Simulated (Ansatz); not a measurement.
```yaml
crystal:
  periodic: [false, false, false]
  atoms:
    - {symbol: F, position_ang: [-1.474739, -0.227593, 0.002119]}
    - {symbol: Al, position_ang: [0.094665, 0.264514, -0.001372]}
    - {symbol: O, position_ang: [1.593528, -0.289389, 0.000358]}
    - {symbol: H, position_ang: [-0.031748, 1.802658, -0.008893]}
basis:
  gaussian: {orbitals: def2-TZVP}
magnetization: {spin_polarized: true, initial_magnetization: 1}
hamiltonian: {xc: pbe0}
relax: {f_tol: 0.004, max_steps: 80}
```

```sh
$ ansatz run in.yaml --threads 1 --pin off --events-out ev --progress --plain --max-ram 2176MiB
```

Steps of the relaxation (energy above the last step; positions in Å, forces in eV/Å):

```
4
step 1, 533.6 meV
F    -1.475   -0.228    0.002    0.191   -0.820    0.004
Al    0.095    0.265   -0.001   -4.427    1.927   -0.007
O     1.594   -0.289    0.000    3.727   -1.724    0.006
H    -0.032    1.803   -0.009    0.509    0.617   -0.003
```

```
4
step 2, 256.5 meV
F    -1.493   -0.307    0.003    0.401   -0.479    0.002
Al    0.047    0.284   -0.001   -2.596    1.613   -0.006
O     1.590   -0.287    0.000    1.962   -1.119    0.004
H     0.038    1.861   -0.009    0.233   -0.016    0.000
```

```
4
step 3, 68.9 meV
F    -1.485   -0.419    0.003    0.597    0.064   -0.001
Al   -0.018    0.351   -0.002   -0.444    0.500   -0.002
O     1.569   -0.312    0.000   -0.008   -0.353    0.002
H     0.116    1.930   -0.010   -0.145   -0.211    0.001
```

```
4
step 7, 0.0 meV
F    -1.376   -0.442    0.003    0.000    0.000    0.000
Al    0.011    0.434   -0.002    0.000    0.000    0.000
O     1.507   -0.439    0.001    0.000    0.000    0.000
H     0.040    1.997   -0.010    0.000    0.000    0.000
```

Close pairs at the end: Al2–H4 1.564 Å, F1–Al2 1.641 Å, Al2–O3 1.731 Å.

A stationary point of unrestricted PBE0 after 7 steps, with ⟨S²⟩ = 0.753 against 0.75 for a pure state; no frequencies were run, so it isn't proven a minimum. 52 s on 1 thread of Arm Neoverse V1, shared host.
